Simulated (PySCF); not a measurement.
CF₄, charge +1, multiplicity 2. Atoms are numbered in the order given.

```xyz
5

F      0.7744    -0.7744     0.7364
C      0.0000     0.0000     0.0000
F      0.7744     0.7744    -0.7364
F     -0.7744    -0.7744    -0.7364
F     -0.7744     0.7744     0.7364
```
Charge +1, spin multiplicity 2.

Geometry optimised at B3LYP-D3(BJ)/def2-SVP. A frequency run showed that this geometry is not a minimum. The spin state was assumed, not searched.

Computed with PySCF with PBE/def2-TZVPD.

Mulliken values depend strongly on the basis, most of all with diffuse functions as here. ESP charges are fitted to the potential on shells at 1.4 to 2.0 van der Waals radii. Atomic charges (e):

| atom | ESP fit | meta-Löwdin | Mulliken | Mulliken spin |
|---|---|---|---|---|
| F1 | 0.17 | … | 0.08 | 0.26 |
| C2 | 0.32 | … | 0.69 | -0.05 |
| F3 | 0.17 | … | 0.08 | 0.26 |
| F4 | 0.17 | … | 0.08 | 0.26 |
| F5 | 0.17 | … | 0.08 | 0.26 |

Question: Complete the blanks. (Estimate from the structure and the level; the computed values follow.)

Answer: 
- F1, meta-Löwdin: 0.01
- C2, meta-Löwdin: 0.97
- F3, meta-Löwdin: 0.01
- F4, meta-Löwdin: 0.01
- F5, meta-Löwdin: 0.01
